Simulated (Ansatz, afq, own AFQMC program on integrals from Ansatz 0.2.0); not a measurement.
AlSiH, triplet: AFQMC among the cluster methods

| atom | x (Å) | y (Å) | z (Å) |
| --- | --- | --- | --- |
| Si | 0.0000 | 0.0000 | 4.0350 |
| Al | 0.0000 | 0.0000 | -1.2180 |
| H | 0.0000 | 0.0000 | -2.8169 |

Connectivity, by distances: Si ··· AlH.

Basis 6-31G. Noble-gas cores (and the filled d shells of Ga–Kr and In–Xe) are frozen. Ansatz 0.2.0 and our own AFQMC program on the same integrals; the CISD trial comes from CCSD amplitudes, and released means the phaseless constraint is let go. ± is one standard error of the sampling.

Determinant: UHF, the one that the program's search chose, which needn't be the lowest solution. The geometry is a point of a scan.

Full CI on the same integrals is exact in this basis and with this determinant's frozen core.

Cautions: lower spins were not checked; the determinant is a saddle point among determinants of its kind.

- T1 diagnostic: 0.0110
- weight of the determinant in the CISD state: 0.910
- ⟨S²⟩ of the determinant: 2.000
- size of the correlated space: 8 electrons in 18 orbitals

Reference: full CI, correlation energy -1.893 eV. The released energy is read at 2.40 1/Eh (meV from the phaseless value at times in 1/Eh: -0.6 ± 1.1 at 0.24, -0.3 ± 1.3 at 0.51, -1.8 ± 0.8 at 0.99, -3.4 ± 0.6 at 1.62, -3.3 ± 0.5 at 2.40).

| level | E − E(reference) (kJ/mol) | share of correlation (%) |
| --- | --- | --- |
| HF | 182.7 | 0.00 |
| MP2 | 68.5 | 62.49 |
| CCSD | 1.8 | 99.03 |
| CCSD(T) | 0.6 | 99.65 |
| CCSDT | 0.2 | 99.92 |
| CCSDT(Q) | 0.0 | 99.97 |
| CCSDTQ | 0.0 | 100.00 |
| ph-AFQMC/HF | -0.5 ± 2.1 | 100.29 |
| ph-AFQMC/CISD | 0.5 ± 0.09 | 99.73 |
| released AFQMC | 0.2 ± 0.05 | 99.90 |

CCSDT and higher add their correlation energy to the determinant of the CCSD(T) run, since their own runs factorise the integrals more tightly (a shift of under 2 meV). A walk keeps the symmetry of its determinant, which the program's search chose and which needn't be the lowest solution, so a lower state of the same spin and another symmetry isn't excluded. Released energies are given only where the last usable release times agree within the noise; a slower fall can still hide under it.
